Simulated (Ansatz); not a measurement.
`OC1(F)COC1`, relaxed with RKS PBE0-D4/def2-TZVP in Ansatz from a PBE-D4/def2-SVP geometry. The force threshold is 0.005 eV/Å; the program also tests the step.

Charge 0, multiplicity 1.

Start:

```xyz
11

O    -0.926    0.973    1.182
C     0.093    0.567    0.335
F     1.064    1.522    0.445
C    -0.256    0.184   -1.125
O     0.179   -1.173   -0.903
C     0.620   -0.887    0.440
H    -1.641    0.312    1.136
H    -1.334    0.258   -1.396
H     0.354    0.721   -1.887
H     1.725   -0.955    0.564
H     0.122   -1.523    1.208
```

```tsv
step	energy (eV)	largest force (eV/Å)	largest move (Å)
1	-9995.7394	0.626	0.000
2	-9995.7828	0.233	0.018
3	-9995.7876	0.031	0.010
4	-9995.7877	0.023	0.002
5	-9995.7878	0.006	0.003
6	-9995.7879	0.012	0.010
7	-9995.7881	0.027	0.046
8	-9995.7882	0.029	0.012
9	-9995.7882	0.015	0.007
10	-9995.7882	0.013	0.004
11	-9995.7883	0.003	0.001
```

End:

```xyz
11

O    -0.936    0.943    1.170
C     0.091    0.562    0.334
F     1.035    1.524    0.464
C    -0.252    0.190   -1.114
O     0.100   -1.178   -0.862
C     0.619   -0.874    0.442
H    -1.642    0.292    1.116
H    -1.300    0.307   -1.405
H     0.402    0.662   -1.853
H     1.710   -0.937    0.483
H     0.173   -1.493    1.226
```

Hardware: 4 threads of an Arm Neoverse V1 on a shared host. Wall time 37 s, peak host memory 0.57 GiB.
